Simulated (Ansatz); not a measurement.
Relaxation of C$_{4}$H$_{7}$NO (13 atoms, charge 0, multiplicity 1), to a largest force component of 0.02 eV/Å in at most 50 steps.

Method: RKS B3LYP/6-31G* in Ansatz.

```xyz
13
Properties=species:S:1:pos:R:3:forces:R:3
C -0.310 -1.464 0.789 -2.74 2.27 1.19
C 0.454 -0.171 0.530 -0.08 0.26 0.18
C 0.825 -0.046 -0.920 2.55 -1.77 0.08
N 0.424 0.936 -1.595 -1.93 0.50 1.23
C -0.479 1.574 -0.593 -1.18 2.44 -0.08
O -0.348 1.010 0.719 0.45 -0.84 -0.73
H -1.213 -1.452 0.131 0.55 -0.27 0.31
H 0.273 -2.304 0.588 1.05 -1.71 -0.11
H -0.721 -1.423 1.851 0.69 -0.44 -1.12
H 1.340 -0.120 1.200 -0.20 0.03 -0.34
H 1.548 -0.774 -1.321 -0.25 0.17 -0.16
H -0.189 2.647 -0.481 -0.25 -0.47 -0.32
H -1.584 1.554 -0.884 1.34 -0.16 -0.12
```

Q: Where does it end, and by what steps?

A: It converged. After 9 steps the energy has fallen by 0.436 eV; H13 moved furthest, 0.23 Å.

```
step  energy less start (eV)  largest force component (eV/Å)  accepted
   0                  0.0000                           2.740       yes
   1                 -0.3584                           1.201       yes
   2                 -0.4204                           0.627       yes
   3                 -0.4294                           0.279       yes
   4                 -0.4325                           0.062       yes
   5                 -0.4336                           0.121       yes
   6                 -0.4353                           0.078       yes
   7                 -0.4360                           0.057       yes
   8                 -0.4361                           0.061       yes
   9                 -0.4364                           0.006       yes
```

```xyz
13
Properties=species:S:1:pos:R:3
C -0.319 -1.493 0.835
C 0.400 -0.184 0.504
C 0.834 -0.055 -0.941
N 0.351 0.952 -1.550
C -0.474 1.663 -0.587
O -0.476 0.935 0.645
H -1.163 -1.652 0.155
H 0.367 -2.344 0.753
H -0.702 -1.459 1.859
H 1.266 -0.067 1.177
H 1.503 -0.760 -1.434
H -0.066 2.673 -0.433
H -1.500 1.757 -0.967
```

The run took 34 s on 2 threads of Arm Neoverse V1, on a shared host, peak memory 0.23 GiB.
